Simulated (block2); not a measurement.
# DMRG/ANO-RCC-MB run of BCl (SMILES [B]Cl)

Aim: the vertical ionisation energy of BCl at DMRG/ANO-RCC-MB, from 2 runs. The job is set up through a Python script.

Program for the calculation: block2 0.5.4.

9 further runs of the same task are left out: 9 set aside as unsound or not needed.

### 1 The molecule

The species is BCl (2 atoms), meant as a singlet with charge 0. SMILES: `[B]Cl`. The coordinates come from a GFN2-xTB relaxation.

Bond lengths: B1–Cl2 1.579 Å.

### 2 A single-point energy at DMRG/ANO-RCC-MB

File dmrg.py:

```python
import numpy as np
from pyscf import cc, dft, gto, mcscf, mp, scf
from pyblock2._pyscf.ao2mo import integrals as itg
from pyblock2.driver.core import DMRGDriver, SymmetryTypes

mol = gto.M(atom="""
B
Cl 1 1.57853
""", basis="ano-rcc-mb", charge=0, spin=0, verbose=3)
print("nao = %d" % (mol.nao))
mf = scf.RHF(mol)
mf.conv_tol = 1e-10
mf.max_cycle = 200
mf.kernel()
if not mf.converged:
    mf = mf.newton().run(mf.mo_coeff, mf.mo_occ)
print("E(HF) = %.10f" % (mf.e_tot))
# single-reference ladder for comparison
ref = mf
pt = mp.MP2(ref, frozen=6).run()
mycc = cc.CCSD(ref, frozen=6)
mycc.max_cycle = 150
mycc.kernel()
print(f"E(MP2) = {pt.e_tot:.10f}")
if mycc.converged:
    print("CCSD total energy = %.10f" % (mycc.e_tot))
    print(f"CCSD(T) total energy = {mycc.e_tot + mycc.ccsd_t():.10f}")
    print(f"T1 = {mycc.get_t1_diagnostic():.4f}")
# a few density functionals on the same geometry and basis
ks = dft.RKS(mol, xc="hse06").set(conv_tol=1e-9, verbose=3).run()
if ks.converged:
    print("E(HSE06) = %.8f" % (ks.e_tot))
ks = dft.RKS(mol, xc="m062x").set(conv_tol=1e-9, verbose=3).run()
if ks.converged:
    print("E(M06-2X) = %.8f" % (ks.e_tot))
ks = dft.RKS(mol, xc="m06l").set(conv_tol=1e-9, verbose=3).run()
if ks.converged:
    print("E(M06-L) = %.8f" % (ks.e_tot))
# rotate to MP2 natural orbitals
occ_no, mo = mcscf.addons.make_natural_orbitals(mp.MP2(mf, frozen=6).run())
mf.mo_coeff = mo
ncas, n_elec, spin, ecore, h1e, g2e, orb_sym = itg.get_rhf_integrals(mf, ncore=6, ncas=8, pg_symm=False, g2e_symm=8)
drv = DMRGDriver(scratch="./tmp", symm_type=SymmetryTypes.SU2, stack_mem=1500 << 20, n_threads=1)
drv.initialize_system(n_sites=ncas, n_elec=n_elec, spin=spin, orb_sym=orb_sym)
mpo = drv.get_qc_mpo(h1e=h1e, g2e=g2e, ecore=ecore, iprint=0)
occs = np.array([1.7] * 5 + [0.3] * 3)
mps = drv.get_random_mps(tag="GS", bond_dim=75, nroots=1, occs=occs)
bond_dims = [75] * 4 + [100] * 4
noises = [0.0001] * 4 + [1e-05] * 4 + [0]
thrds = [1e-07] * 8
e = drv.dmrg(mpo, mps, n_sweeps=14, tol=1e-07, bond_dims=bond_dims, noises=noises, thrds=thrds, iprint=2)
ms, dws, es = drv.get_dmrg_results()
print("max discarded weight = %.3e" % (dws[-1]))
print(f"E(final) = {e:.10f}")
csf, coef = drv.get_csf_coefficients(mps, cutoff=0.1, iprint=1)
print(f"c0^2 = {np.max(np.abs(coef)) ** 2:.4f}")
# FCI check
ci = mcscf.CASCI(mf, 8, (5, 5))
ci.fix_spin_(ss=0)
ci.fcisolver.conv_tol = 1e-10
ci.fcisolver.max_cycle = 200
ci.kernel()
print("E(FCI) = %.10f" % (ci.e_tot))
```

Started as:

```console
python dmrg.py
```

The log of the run:

```text
nao = 14
converged SCF energy = -483.624496806694
E(HF) = -483.6244968067
E(RMP2) = -483.660912740312  E_corr = -0.0364159336177938
E(SCS-RMP2) = -483.662801422253  E_corr = -0.0383046155585525
E(CCSD) = -483.6790967218324  E_corr = -0.05459991513835392
E(MP2) = -483.6609127403
CCSD total energy = -483.6790967218
CCSD(T) correction = -0.00214858200502647
CCSD(T) total energy = -483.6812453038
T1 = 0.0143
converged SCF energy = -484.320559665306
E(HSE06) = -484.32055967
converged SCF energy = -484.479855264331
E(M06-2X) = -484.47985526
converged SCF energy = -484.470051493306
E(M06-L) = -484.47005149
E(RMP2) = -483.660912740312  E_corr = -0.0364159336177938
E(SCS-RMP2) = -483.662801422253  E_corr = -0.0383046155585525
Environment initialization | Nsites =     8 | Center =     0
 INIT-R <-- Site =    5 ..  Bmem =   200 B Rmem =   200 B T = 0.00
 INIT-R <-- Site =    4 ..  Bmem = 4.62 KB Rmem = 1.94 KB T = 0.00
 INIT-R <-- Site =    3 ..  Bmem = 28.8 KB Rmem = 9.54 KB T = 0.00
 INIT-R <-- Site =    2 ..  Bmem =  149 KB Rmem = 54.6 KB T = 0.01
 INIT-R <-- Site =    1 ..  Bmem =  387 KB Rmem =  106 KB T = 0.01
 INIT-R <-- Site =    0 ..  Bmem =  707 KB Rmem =  157 KB T = 0.01
Time init sweep =        0.028 | MaxBmem =  707 KB | MaxRmem =  157 KB
 | Tread = 0.000 | Twrite = 0.003 | Tfpread = 0.000 | Tfpwrite = 0.001 | data = 329 KB | cpsd = 253 KB | Tasync = 0.000

Sweep =    0 | Direction =  forward | Bond dimension =   75 | Noise =  1.00e-04 | Dav threshold =  1.00e-07
 --> Site =    0-   1 .. Mmps =    3 Ndav =  19 E =   -483.6384968285 Error = 0.00e+00 FLOPS = 1.40e+08 Tdav = 0.00 T = 0.01
 --> Site =    1-   2 .. Mmps =    7 Ndav =   1 E =   -483.6384968285 Error = 0.00e+00 FLOPS = 1.15e+08 Tdav = 0.00 T = 0.01
 --> Site =    2-   3 .. Mmps =   13 Ndav =   5 E =   -483.6396871484 Error = 0.00e+00 FLOPS = 1.77e+08 Tdav = 0.00 T = 0.01
 --> Site =    3-   4 .. Mmps =   33 Ndav =   6 E =   -483.6466650208 Error = 0.00e+00 FLOPS = 2.30e+08 Tdav = 0.00 T = 0.02
 --> Site =    4-   5 .. Mmps =   75 Ndav =   8 E =   -483.6764041908 Error = 2.27e-09 FLOPS = 6.65e+08 Tdav = 0.00 T = 0.04
 --> Site =    5-   6 .. Mmps =   75 Ndav =   6 E =   -483.6809676953 Error = 6.95e-20 FLOPS = 7.44e+08 Tdav = 0.00 T = 0.04
 --> Site =    6-   7 .. Mmps =   17 Ndav =   1 E =   -483.6809676953 Error = 1.33e-20 FLOPS = 2.77e+08 Tdav = 0.00 T = 0.01
Time elapsed =      0.140 | E =    -483.6809676953 | DW = 2.27403e-09
Time sweep =        0.140 | 7.39 MFLOP/SWP
 | Dmem = 399 KB (1%) | Imem = 29.3 KB (96%) | Hmem = 2.87 MB | Wmem = 3.04 KB | Pmem = 21.3 KB
 | Tread = 0.003 | Twrite = 0.004 | Tfpread = 0.003 | Tfpwrite = 0.003 | Tmporead = 0.000
 | data = 802 KB | cpsd = 644 KB | Tasync = 0.000
 | Trot = 0.004 | Tctr = 0.000 | Tint = 0.000 | Tmid = 0.000 | Tdctr = 0.003 | Tdiag = 0.002 | Tinfo = 0.004
 | Teff = 0.089 | Tprt = 0.004 | Teig = 0.016 | Tblk = 0.125 | Tmve = 0.013 | Tdm = 0.001 | Tsplt = 0.004 | Tsvd = 0.000 | Torth = 0.000

Sweep =    1 | Direction = backward | Bond dimension =   75 | Noise =  1.00e-04 | Dav threshold =  1.00e-07
 <-- Site =    6-   7 .. Mmps =    3 Ndav =   1 E =   -483.6809676953 Error = 0.00e+00 FLOPS = 2.72e+08 Tdav = 0.00 T = 0.00
 <-- Site =    5-   6 .. Mmps =   10 Ndav =   1 E =   -483.6809676953 Error = 0.00e+00 FLOPS = 4.77e+08 Tdav = 0.00 T = 0.03
 <-- Site =    4-   5 .. Mmps =   34 Ndav =   5 E =   -483.6812260365 Error = 0.00e+00 FLOPS = 9.87e+08 Tdav = 0.00 T = 0.04
 <-- Site =    3-   4 .. Mmps =   75 Ndav =   5 E =   -483.6813712886 Error = 3.74e-08 FLOPS = 8.85e+08 Tdav = 0.01 T = 0.06
 <-- Site =    2-   3 .. Mmps =   75 Ndav =   5 E =   -483.6815974800 Error = 7.59e-10 FLOPS = 6.95e+08 Tdav = 0.01 T = 0.06
 <-- Site =    1-   2 .. Mmps =   67 Ndav =   3 E =   -483.6816057872 Error = 1.25e-20 FLOPS = 6.59e+08 Tdav = 0.00 T = 0.04
 <-- Site =    0-   1 .. Mmps =   14 Ndav =   1 E =   -483.6816057872 Error = 5.43e-21 FLOPS = 2.13e+08 Tdav = 0.00 T = 0.01
Time elapsed =      0.386 | E =    -483.6816057872 | DE = -6.38e-04 | DW = 3.73598e-08
Time sweep =        0.246 | 18.3 MFLOP/SWP
 | Dmem = 529 KB (2%) | Imem = 38.0 KB (96%) | Hmem = 4.05 MB | Wmem = 5.50 KB | Pmem = 45.2 KB
 | Tread = 0.002 | Twrite = 0.008 | Tfpread = 0.001 | Tfpwrite = 0.006 | Tmporead = 0.000
 | data = 1.14 MB | cpsd = 917 KB | Tasync = 0.000
 | Trot = 0.008 | Tctr = 0.000 | Tint = 0.000 | Tmid = 0.000 | Tdctr = 0.001 | Tdiag = 0.003 | Tinfo = 0.006
 | Teff = 0.146 | Tprt = 0.009 | Teig = 0.025 | Tblk = 0.221 | Tmve = 0.024 | Tdm = 0.001 | Tsplt = 0.005 | Tsvd = 0.000 | Torth = 0.000

Sweep =    2 | Direction =  forward | Bond dimension =   75 | Noise =  1.00e-04 | Dav threshold =  1.00e-07
 --> Site =    0-   1 .. Mmps =    3 Ndav =   1 E =   -483.6816057872 Error = 0.00e+00 FLOPS = 1.95e+08 Tdav = 0.00 T = 0.01
 --> Site =    1-   2 .. Mmps =   10 Ndav =   1 E =   -483.6816057872 Error = 0.00e+00 FLOPS = 3.91e+08 Tdav = 0.00 T = 0.03
 --> Site =    2-   3 .. Mmps =   31 Ndav =   3 E =   -483.6816090348 Error = 0.00e+00 FLOPS = 8.73e+08 Tdav = 0.01 T = 0.05
 --> Site =    3-   4 .. Mmps =   75 Ndav =   5 E =   -483.6817226878 Error = 1.45e-09 FLOPS = 1.18e+09 Tdav = 0.01 T = 0.07
 --> Site =    4-   5 .. Mmps =   75 Ndav =   3 E =   -483.6817270357 Error = 7.85e-08 FLOPS = 1.70e+09 Tdav = 0.00 T = 0.05
 --> Site =    5-   6 .. Mmps =   75 Ndav =   1 E =   -483.6817270356 Error = 7.73e-20 FLOPS = 7.15e+08 Tdav = 0.00 T = 0.02
 --> Site =    6-   7 .. Mmps =   17 Ndav =   1 E =   -483.6817270356 Error = 1.04e-21 FLOPS = 3.93e+08 Tdav = 0.00 T = 0.01
Time elapsed =      0.625 | E =    -483.6817270357 | DE = -1.21e-04 | DW = 7.85409e-08
Time sweep =        0.239 | 24.0 MFLOP/SWP
 | Dmem = 553 KB (3%) | Imem = 53.3 KB (97%) | Hmem = 4.15 MB | Wmem = 8.73 KB | Pmem = 79.6 KB
 | Tread = 0.004 | Twrite = 0.004 | Tfpread = 0.004 | Tfpwrite = 0.003 | Tmporead = 0.000
 | data = 1.20 MB | cpsd = 982 KB | Tasync = 0.000
 | Trot = 0.007 | Tctr = 0.000 | Tint = 0.000 | Tmid = 0.000 | Tdctr = 0.003 | Tdiag = 0.003 | Tinfo = 0.005
 | Teff = 0.144 | Tprt = 0.005 | Teig = 0.022 | Tblk = 0.221 | Tmve = 0.017 | Tdm = 0.001 | Tsplt = 0.003 | Tsvd = 0.000 | Torth = 0.000

Sweep =    3 | Direction = backward | Bond dimension =   75 | Noise =  1.00e-04 | Dav threshold =  1.00e-07
 <-- Site =    6-   7 .. Mmps =    3 Ndav =   1 E =   -483.6817270356 Error = 0.00e+00 FLOPS = 2.94e+08 Tdav = 0.00 T = 0.01
 <-- Site =    5-   6 .. Mmps =   10 Ndav =   1 E =   -483.6817270356 Error = 0.00e+00 FLOPS = 7.79e+08 Tdav = 0.00 T = 0.02
 <-- Site =    4-   5 .. Mmps =   35 Ndav =   1 E =   -483.6817270356 Error = 0.00e+00 FLOPS = 1.40e+09 Tdav = 0.00 T = 0.05
 <-- Site =    3-   4 .. Mmps =   75 Ndav =   2 E =   -483.6817274294 Error = 1.58e-07 FLOPS = 1.27e+09 Tdav = 0.00 T = 0.05
 <-- Site =    2-   3 .. Mmps =   75 Ndav =   2 E =   -483.6817272692 Error = 4.85e-09 FLOPS = 9.69e+08 Tdav = 0.00 T = 0.04
 <-- Site =    1-   2 .. Mmps =   70 Ndav =   1 E =   -483.6817272692 Error = 1.55e-20 FLOPS = 7.86e+08 Tdav = 0.00 T = 0.02
 <-- Site =    0-   1 .. Mmps =   16 Ndav =   1 E =   -483.6817272692 Error = 1.53e-21 FLOPS = 2.60e+08 Tdav = 0.00 T = 0.01
Time elapsed =      0.820 | E =    -483.6817274294 | DE = -3.94e-07 | DW = 1.58327e-07
Time sweep =        0.195 | 11.6 MFLOP/SWP
 | Dmem = 553 KB (3%) | Imem = 55.4 KB (97%) | Hmem = 4.15 MB | Wmem = 9.06 KB | Pmem = 81.8 KB
 | Tread = 0.002 | Twrite = 0.004 | Tfpread = 0.002 | Tfpwrite = 0.004 | Tmporead = 0.000
 | data = 1.14 MB | cpsd = 915 KB | Tasync = 0.000
 | Trot = 0.007 | Tctr = 0.000 | Tint = 0.000 | Tmid = 0.000 | Tdctr = 0.000 | Tdiag = 0.002 | Tinfo = 0.003
 | Teff = 0.125 | Tprt = 0.007 | Teig = 0.011 | Tblk = 0.179 | Tmve = 0.015 | Tdm = 0.001 | Tsplt = 0.004 | Tsvd = 0.000 | Torth = 0.000

Sweep =    4 | Direction =  forward | Bond dimension =  100 | Noise =  1.00e-05 | Dav threshold =  1.00e-07
 --> Site =    0-   1 .. Mmps =    3 Ndav =   1 E =   -483.6817272692 Error = 0.00e+00 FLOPS = 1.82e+08 Tdav = 0.00 T = 0.01
 --> Site =    1-   2 .. Mmps =   10 Ndav =   1 E =   -483.6817272692 Error = 0.00e+00 FLOPS = 4.56e+08 Tdav = 0.00 T = 0.03
 --> Site =    2-   3 .. Mmps =   35 Ndav =   1 E =   -483.6817272692 Error = 0.00e+00 FLOPS = 6.84e+08 Tdav = 0.00 T = 0.04
 --> Site =    3-   4 .. Mmps =  100 Ndav =   2 E =   -483.6817274883 Error = 2.34e-13 FLOPS = 9.96e+08 Tdav = 0.01 T = 0.07
 --> Site =    4-   5 .. Mmps =  100 Ndav =   1 E =   -483.6817274883 Error = 1.43e-09 FLOPS = 9.94e+08 Tdav = 0.00 T = 0.12
 --> Site =    5-   6 .. Mmps =   79 Ndav =   1 E =   -483.6817274883 Error = 7.15e-20 FLOPS = 6.44e+08 Tdav = 0.00 T = 0.05
 --> Site =    6-   7 .. Mmps =   16 Ndav =   1 E =   -483.6817274883 Error = 1.16e-21 FLOPS = 3.11e+08 Tdav = 0.00 T = 0.02
Time elapsed =      1.151 | E =    -483.6817274883 | DE = -5.88e-08 | DW = 1.43031e-09
Time sweep =        0.331 | 11.2 MFLOP/SWP
 | Dmem = 908 KB (2%) | Imem = 61.7 KB (97%) | Hmem = 6.85 MB | Wmem = 9.19 KB | Pmem = 85.0 KB
 | Tread = 0.007 | Twrite = 0.007 | Tfpread = 0.007 | Tfpwrite = 0.006 | Tmporead = 0.000
 | data = 1.87 MB | cpsd = 1.49 MB | Tasync = 0.000
 | Trot = 0.013 | Tctr = 0.001 | Tint = 0.000 | Tmid = 0.000 | Tdctr = 0.005 | Tdiag = 0.004 | Tinfo = 0.005
 | Teff = 0.229 | Tprt = 0.008 | Teig = 0.014 | Tblk = 0.302 | Tmve = 0.028 | Tdm = 0.001 | Tsplt = 0.006 | Tsvd = 0.000 | Torth = 0.000

Sweep =    5 | Direction = backward | Bond dimension =  100 | Noise =  1.00e-05 | Dav threshold =  1.00e-07
 <-- Site =    6-   7 .. Mmps =    3 Ndav =   1 E =   -483.6817274883 Error = 0.00e+00 FLOPS = 2.62e+08 Tdav = 0.00 T = 0.00
 <-- Site =    5-   6 .. Mmps =   10 Ndav =   1 E =   -483.6817274883 Error = 0.00e+00 FLOPS = 6.99e+08 Tdav = 0.00 T = 0.02
 <-- Site =    4-   5 .. Mmps =   35 Ndav =   1 E =   -483.6817274883 Error = 0.00e+00 FLOPS = 1.29e+09 Tdav = 0.00 T = 0.06
 <-- Site =    3-   4 .. Mmps =  100 Ndav =   1 E =   -483.6817274883 Error = 3.80e-10 FLOPS = 1.23e+09 Tdav = 0.00 T = 0.04
 <-- Site =    2-   3 .. Mmps =  100 Ndav =   1 E =   -483.6817274883 Error = 6.23e-11 FLOPS = 1.07e+09 Tdav = 0.00 T = 0.04
 <-- Site =    1-   2 .. Mmps =   71 Ndav =   1 E =   -483.6817274883 Error = 9.37e-21 FLOPS = 5.92e+08 Tdav = 0.00 T = 0.03
 <-- Site =    0-   1 .. Mmps =   14 Ndav =   1 E =   -483.6817274883 Error = 7.56e-21 FLOPS = 2.65e+08 Tdav = 0.00 T = 0.01
Time elapsed =      1.367 | E =    -483.6817274883 | DE = -3.55e-15 | DW = 3.79686e-10
Time sweep =        0.216 | 9.76 MFLOP/SWP
 | Dmem = 908 KB (2%) | Imem = 61.7 KB (97%) | Hmem = 6.85 MB | Wmem = 9.19 KB | Pmem = 85.0 KB
 | Tread = 0.003 | Twrite = 0.006 | Tfpread = 0.003 | Tfpwrite = 0.005 | Tmporead = 0.000
 | data = 1.72 MB | cpsd = 1.33 MB | Tasync = 0.000
 | Trot = 0.009 | Tctr = 0.000 | Tint = 0.000 | Tmid = 0.000 | Tdctr = 0.000 | Tdiag = 0.003 | Tinfo = 0.003
 | Teff = 0.146 | Tprt = 0.009 | Teig = 0.010 | Tblk = 0.196 | Tmve = 0.019 | Tdm = 0.001 | Tsplt = 0.004 | Tsvd = 0.000 | Torth = 0.000

Sweep =    6 | Direction =  forward | Bond dimension =  100 | Noise =  1.00e-05 | Dav threshold =  1.00e-07
 --> Site =    0-   1 .. Mmps =    3 Ndav =   1 E =   -483.6817274883 Error = 0.00e+00 FLOPS = 2.08e+08 Tdav = 0.00 T = 0.00
 --> Site =    1-   2 .. Mmps =   10 Ndav =   1 E =   -483.6817274883 Error = 0.00e+00 FLOPS = 6.01e+08 Tdav = 0.00 T = 0.03
 --> Site =    2-   3 .. Mmps =   35 Ndav =   1 E =   -483.6817274883 Error = 0.00e+00 FLOPS = 1.12e+09 Tdav = 0.00 T = 0.03
 --> Site =    3-   4 .. Mmps =  100 Ndav =   1 E =   -483.6817274883 Error = 2.34e-13 FLOPS = 1.44e+09 Tdav = 0.00 T = 0.03
 --> Site =    4-   5 .. Mmps =  100 Ndav =   1 E =   -483.6817274883 Error = 1.43e-09 FLOPS = 1.36e+09 Tdav = 0.00 T = 0.07
 --> Site =    5-   6 .. Mmps =   81 Ndav =   1 E =   -483.6817274883 Error = 6.07e-20 FLOPS = 5.80e+08 Tdav = 0.00 T = 0.03
 --> Site =    6-   7 .. Mmps =   17 Ndav =   1 E =   -483.6817274883 Error = 9.32e-21 FLOPS = 3.55e+08 Tdav = 0.00 T = 0.01
Time elapsed =      1.563 | E =    -483.6817274883 | DE = 8.17e-13 | DW = 1.43030e-09
Time sweep =        0.196 | 9.76 MFLOP/SWP
 | Dmem = 908 KB (2%) | Imem = 61.7 KB (97%) | Hmem = 6.85 MB | Wmem = 9.19 KB | Pmem = 85.0 KB
 | Tread = 0.006 | Twrite = 0.005 | Tfpread = 0.005 | Tfpwrite = 0.004 | Tmporead = 0.000
 | data = 1.89 MB | cpsd = 1.51 MB | Tasync = 0.000
 | Trot = 0.007 | Tctr = 0.000 | Tint = 0.000 | Tmid = 0.000 | Tdctr = 0.003 | Tdiag = 0.003 | Tinfo = 0.003
 | Teff = 0.141 | Tprt = 0.006 | Teig = 0.010 | Tblk = 0.178 | Tmve = 0.017 | Tdm = 0.001 | Tsplt = 0.005 | Tsvd = 0.000 | Torth = 0.000

Sweep =    7 | Direction = backward | Bond dimension =  100 | Noise =  1.00e-05 | Dav threshold =  1.00e-07
 <-- Site =    6-   7 .. Mmps =    3 Ndav =   1 E =   -483.6817274883 Error = 0.00e+00 FLOPS = 3.06e+08 Tdav = 0.00 T = 0.00
 <-- Site =    5-   6 .. Mmps =   10 Ndav =   1 E =   -483.6817274883 Error = 0.00e+00 FLOPS = 6.92e+08 Tdav = 0.00 T = 0.02
 <-- Site =    4-   5 .. Mmps =   35 Ndav =   1 E =   -483.6817274883 Error = 0.00e+00 FLOPS = 1.21e+09 Tdav = 0.00 T = 0.06
 <-- Site =    3-   4 .. Mmps =  100 Ndav =   1 E =   -483.6817274883 Error = 3.80e-10 FLOPS = 1.25e+09 Tdav = 0.00 T = 0.04
 <-- Site =    2-   3 .. Mmps =  100 Ndav =   1 E =   -483.6817274883 Error = 6.20e-11 FLOPS = 1.12e+09 Tdav = 0.00 T = 0.04
 <-- Site =    1-   2 .. Mmps =   70 Ndav =   1 E =   -483.6817274883 Error = 1.44e-20 FLOPS = 6.69e+08 Tdav = 0.00 T = 0.03
 <-- Site =    0-   1 .. Mmps =   14 Ndav =   1 E =   -483.6817274883 Error = 6.40e-21 FLOPS = 2.23e+08 Tdav = 0.00 T = 0.01
Time elapsed =      1.764 | E =    -483.6817274883 | DE = 0.00e+00 | DW = 3.79564e-10
Time sweep =        0.201 | 9.76 MFLOP/SWP
 | Dmem = 908 KB (2%) | Imem = 61.7 KB (97%) | Hmem = 6.85 MB | Wmem = 9.19 KB | Pmem = 85.0 KB
 | Tread = 0.003 | Twrite = 0.005 | Tfpread = 0.003 | Tfpwrite = 0.004 | Tmporead = 0.000
 | data = 1.71 MB | cpsd = 1.33 MB | Tasync = 0.000
 | Trot = 0.009 | Tctr = 0.000 | Tint = 0.000 | Tmid = 0.000 | Tdctr = 0.000 | Tdiag = 0.003 | Tinfo = 0.004
 | Teff = 0.142 | Tprt = 0.008 | Teig = 0.010 | Tblk = 0.181 | Tmve = 0.019 | Tdm = 0.001 | Tsplt = 0.004 | Tsvd = 0.000 | Torth = 0.000

Sweep =    8 | Direction =  forward | Bond dimension =  100 | Noise =  0.00e+00 | Dav threshold =  1.00e-08
 --> Site =    0-   1 .. Mmps =    3 Ndav =   1 E =   -483.6817274883 Error = 0.00e+00 FLOPS = 2.00e+08 Tdav = 0.00 T = 0.00
 --> Site =    1-   2 .. Mmps =   10 Ndav =   2 E =   -483.6817274915 Error = 0.00e+00 FLOPS = 7.70e+08 Tdav = 0.00 T = 0.03
 --> Site =    2-   3 .. Mmps =   35 Ndav =   2 E =   -483.6817274956 Error = 0.00e+00 FLOPS = 1.15e+09 Tdav = 0.00 T = 0.05
 --> Site =    3-   4 .. Mmps =   66 Ndav =   1 E =   -483.6817274956 Error = 5.40e-22 FLOPS = 9.40e+08 Tdav = 0.00 T = 0.06
 --> Site =    4-   5 .. Mmps =   46 Ndav =   1 E =   -483.6817274956 Error = 3.49e-20 FLOPS = 3.11e+08 Tdav = 0.01 T = 0.09
 --> Site =    5-   6 .. Mmps =   24 Ndav =   1 E =   -483.6817274956 Error = 5.40e-20 FLOPS = 3.34e+08 Tdav = 0.00 T = 0.02
 --> Site =    6-   7 .. Mmps =    8 Ndav =   1 E =   -483.6817274956 Error = 3.53e-28 FLOPS = 5.33e+07 Tdav = 0.00 T = 0.01
Time elapsed =      2.034 | E =    -483.6817274956 | DE = -7.31e-09 | DW = 5.40409e-20
Time sweep =        0.270 | 11.4 MFLOP/SWP
 | Dmem = 872 KB (2%) | Imem = 61.7 KB (97%) | Hmem = 6.75 MB | Wmem = 9.19 KB | Pmem = 0 B
 | Tread = 0.006 | Twrite = 0.003 | Tfpread = 0.005 | Tfpwrite = 0.002 | Tmporead = 0.000
 | data = 638 KB | cpsd = 481 KB | Tasync = 0.000
 | Trot = 0.006 | Tctr = 0.001 | Tint = 0.000 | Tmid = 0.000 | Tdctr = 0.003 | Tdiag = 0.003 | Tinfo = 0.005
 | Teff = 0.211 | Tprt = 0.000 | Teig = 0.017 | Tblk = 0.253 | Tmve = 0.016 | Tdm = 0.000 | Tsplt = 0.003 | Tsvd = 0.000 | Torth = 0.000

max discarded weight = 5.404e-20
E(final) = -483.6817274956
mps center changed (temporarily)
DTRIE T =      0.001
Number of CSF =          3 (cutoff =       0.1)
Sum of weights of included CSF =    0.973484707685439

CSF          0 22222000  =    0.957837259840235
CSF          1 22220200  =   -0.167380689237123
CSF          2 22220020  =   -0.167380393767298
c0^2 = 0.9175
CASCI E = -483.681727495976  E(CI) = -24.3764292074918  S^2 = 0.0000000
E(FCI) = -483.6817274960
```

It took 16 s on 1 thread of Intel Xeon at 2.50GHz (Skylake/Cascade Lake), shared host; peak memory 0.27 GiB.

[end of part 1 of 2]
